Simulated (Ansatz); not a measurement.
# CH3NSi: basis-set convergence

Aim: see how fast density functionals and correlated methods converge with the basis set for CH3NSi.

Program: Ansatz 0.2.0, Gaussian basis. Level of theory: one geometry, several basis sets. These are calculated values, not measurements.

Plan: PBE0-D4/def2-SVP; ωB97M-V/def2-SVP; PBE0-D4/def2-QZVPP; ωB97M-V/def2-QZVPP; CCSD(T)/cc-pV(D+d)Z; CCSD(T)/cc-pV(T+d)Z; CCSD(T)/cc-pV(Q+d)Z; the functionals' def2-TZVPP values are taken from earlier runs.

## Step 1: The geometry

The geometry comes from an earlier relaxation with PBE0-D4 in a triple-zeta def2 set; it is a stationary point.

SMILES `N#C[SiH3]`, 6 atoms, charge 0, spin multiplicity 1.

Atoms are counted from 1 here; the program's logs count them from 0.

Bond lengths: N1–C2 1.152 Å, C2–Si3 1.848 Å, Si3–H4 1.479 Å, Si3–H5 1.479 Å, Si3–H6 1.479 Å. Angles: N1–C2–Si3 179.9°, C2–Si3–H4 107.5°, C2–Si3–H5 107.5°, C2–Si3–H6 107.5°, H4–Si3–H5 111.4°, H4–Si3–H6 111.4°, H5–Si3–H6 111.4°.

## Step 2: PBE0-D4 in def2-SVP

File in.yaml:

```yaml
crystal:
  periodic: [false, false, false]
  atoms:
    - {symbol: N, position_ang: [1.096306, -1.885168, 1.054185]}
    - {symbol: C, position_ang: [0.575969, -0.990760, 0.548729]}
    - {symbol: Si, position_ang: [-0.257320, 0.444212, -0.265378]}
    - {symbol: H, position_ang: [-1.415128, -0.083350, -1.019168]}
    - {symbol: H, position_ang: [0.729295, 1.077901, -1.166582]}
    - {symbol: H, position_ang: [-0.687021, 1.373165, 0.802013]}
basis:
  gaussian: {orbitals: def2-SVP}
hamiltonian: {xc: pbe0, dispersion: d4}
output: {orbitals: {seedname: orbitals}}
```

Run with:

```sh
$ ansatz run in.yaml --threads 4 --pin off --events-out ev --progress --plain --max-ram 10444MiB
```

The runs that follow: ωB97M-V in def2-SVP; PBE0-D4 in def2-QZVPP; ωB97M-V in def2-QZVPP; CCSD(T) in cc-pV(D+d)Z; CCSD(T) in cc-pV(T+d)Z; CCSD(T) in cc-pV(Q+d)Z.

**Question.** What will the summary of the whole plan be? Wanted: MP2 correlation recovered, cc-pV(D+d)Z; MP2 correlation recovered, cc-pV(T+d)Z; MP2 correlation recovered, cc-pV(Q+d)Z; CCSD(T) limit from def2 sets; PBE0-D4: double and triple zeta above quadruple; ωB97M-V: double and triple zeta above quadruple.

**Answer**, as computed:

| quantity | value |
| --- | --- |
| MP2 correlation recovered, cc-pV(D+d)Z | 73.5 % |
| MP2 correlation recovered, cc-pV(T+d)Z | 89.7 % |
| MP2 correlation recovered, cc-pV(Q+d)Z | 95.7 % |
| CCSD(T) limit from def2 sets (earlier runs) less the limit of this series | -6 meV |
| PBE0-D4: double and triple zeta above quadruple | 6.14, 0.40 eV |
| ωB97M-V: double and triple zeta above quadruple | 6.26, 0.37 eV |

What this shows: PBE0-D4 gains 5.74 eV from double to triple zeta, then 0.40 eV more. Correlation climbs from 74 % (cc-pV(D+d)Z) to 96 % (cc-pV(Q+d)Z) of the limit; Hartree-Fock is 0.083 eV from its own by then. A limit from the def2 sets, made apart, differs by 6 meV, a least measure of the doubt on such a limit. These are total energies; as a rule much of such shifts cancels in differences, which this series doesn't test.
